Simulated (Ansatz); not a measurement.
# BClH2O: the cost of one run

Program: Ansatz 0.2.0, Gaussian basis. Level of theory: PBE0-D4, def2-SVP first, then def2-TZVP. These are calculated values, not measurements.

114 further runs of the same task are left out: 114 set aside as unsound or not needed.

## (1) Starting geometry

The guess: 5 atoms, charge 0, spin multiplicity 1.

Atoms are counted from 1 here; the program's logs count them from 0.

Bond lengths: B1–O3 1.269 Å, B1–H4 1.301 Å, B1–Cl5 1.692 Å. Angles: O3–B1–H4 60.1°, O3–B1–Cl5 141.8°, H4–B1–Cl5 158.1°.

As a file:

```xyz
5
BClH2O
B    -0.1136    0.1301   -0.2712
H     0.5619    0.0638    1.0860
O    -0.4083   -1.0937   -0.4343
H     0.1990   -0.7399    0.6439
Cl   -0.2390    1.6398   -1.0244
```

Distances that are to change: H2–H4 0.99 Å, B1–H2 1.52 Å, O3–H4 1.29 Å.

## (2) Constrained relaxation of the guess

hold/in.yaml reads:

```yaml
crystal:
  periodic: [false, false, false]
  atoms:
    - {symbol: B, position_ang: [-0.113600, 0.130100, -0.271200]}
    - {symbol: H, position_ang: [0.561900, 0.063800, 1.086000]}
    - {symbol: O, position_ang: [-0.408300, -1.093700, -0.434300]}
    - {symbol: H, position_ang: [0.199000, -0.739900, 0.643900]}
    - {symbol: Cl, position_ang: [-0.239000, 1.639800, -1.024400]}
basis:
  gaussian: {orbitals: def2-SVP}
hamiltonian: {xc: pbe0, dispersion: d4}
relax: {f_tol: 0.08, max_steps: 120, escape_saddle: false, constraints: [{distance: [1, 3]}, {distance: [0, 1]}, {distance: [2, 3]}]}
```

Launch:

```sh
$ ansatz run in.yaml --threads 2 --pin off --events-out ev --progress --plain --max-ram 4352MiB
```

**Question.** How long does this run take on 2 threads of Intel Xeon 6975P-C, shared host?

About 2 s.
